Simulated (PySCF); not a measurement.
**Working with the constants of PH**

PBE0 constants of PH, ³Σ⁻ (triplet), unpaired electrons π ↑↑ (basis P def2-TZVP, H def2-TZVP; no relativity; PySCF 2.14; masses 30.9738 and 1.0078 u):

* ωe: 2373.7 cm⁻¹
* ωexe: 38.2 cm⁻¹
* Be: 8.4667 cm⁻¹
* αe: 0.233 cm⁻¹
* De to P + H: 3.20 eV

What force constant and bond length do these constants imply?

Reduced mass μred = 0.97607 u; k = 5.8918×10⁻⁷·μred·ωe² (u, cm⁻¹, mdyn/Å) = 3.24 mdyn/Å; Re = √(16.8576/(μred·Be)) (u, cm⁻¹, Å) = 1.428 Å.

Estimate the centrifugal constant D from the Kratzer relation and find the Dunham coefficient a1.

D = 4Be³/ωe² = 0.000431 cm⁻¹; a1 = −1 − αeωe/(6Be²) = -2.29.

The state is the lowest determinant that a PBE0 search found; another state may lie lower at other levels.
